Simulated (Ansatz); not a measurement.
# ClH4Si: the cost of one run

Method: cc-pVDZ, all electrons in the functionals, frozen cores in the correlation of double hybrids and RPA; program: Ansatz 0.2.0, Gaussian basis.

Plan: wB97M-V, B2PLYP, RPA-PBE, at 1.485 Å; 1.602 Å; 1.837 Å; 2.073 Å; 2.308 Å.

## 1. The geometry

The geometry derives from fragments relaxed apart (PBE0/def2-TZVP) and kept rigid, so it is no stationary point. A hydrogen atom is moved between rigid fragments.

6 atoms, charge 0, spin multiplicity 2.

Atoms are counted from 1 here; the program's logs count them from 0.

Bond lengths: Si1–H2 1.485 Å, Si1–H3 1.485 Å, Si1–H4 1.485 Å, Si1–H5 1.485 Å. Angles: H2–Si1–H3 109.5°, H2–Si1–H4 109.5°, H2–Si1–H5 109.5°, H3–Si1–H4 109.5°, H3–Si1–H5 109.5°, H4–Si1–H5 109.5°.

Coordinates:

```
Si   -1.9193    0.0000    0.0000
H    -2.4142    1.3997    0.0000
H    -2.4142   -0.6999    1.2122
H    -2.4142   -0.6999   -1.2122
H    -0.4347    0.0000    0.0000
Cl    1.7387    0.0000    0.0000
```

No dispersion term is added; wB97M-V holds VV10 nonlocal correlation.

The geometry shown and the zero of energy belong to the point 1.485 Å. The yardstick, UCCSDT(Q), and other wave-function levels (R restricted, U unrestricted, valence and pair active spaces) come from earlier runs.

## 2. wB97M-V, 1.485 Å

The input, in.yaml:

```yaml
crystal:
  periodic: [false, false, false]
  atoms:
    - {symbol: Si, position_ang: [-1.919292, 0.000000, 0.000000]}
    - {symbol: H, position_ang: [-2.414164, 1.399708, 0.000001]}
    - {symbol: H, position_ang: [-2.414164, -0.699854, 1.212183]}
    - {symbol: H, position_ang: [-2.414164, -0.699854, -1.212182]}
    - {symbol: H, position_ang: [-0.434677, 0.000000, 0.000000]}
    - {symbol: Cl, position_ang: [1.738708, 0.000000, 0.000000]}
basis:
  gaussian: {orbitals: cc-pVDZ}
magnetization: {spin_polarized: true, initial_magnetization: 1}
hamiltonian: {xc: {name: wB97M-V}}
output: {orbitals: {seedname: orbitals}}
```

Command:

```
> ansatz run in.yaml --threads 1 --pin off --events-out ev --progress --plain --max-ram 2816MiB --backend cpu
```

What time and memory should one allow on 1 thread of AMD EPYC 7R13, shared host?

About 9 s, with a peak of 0.28 GiB.
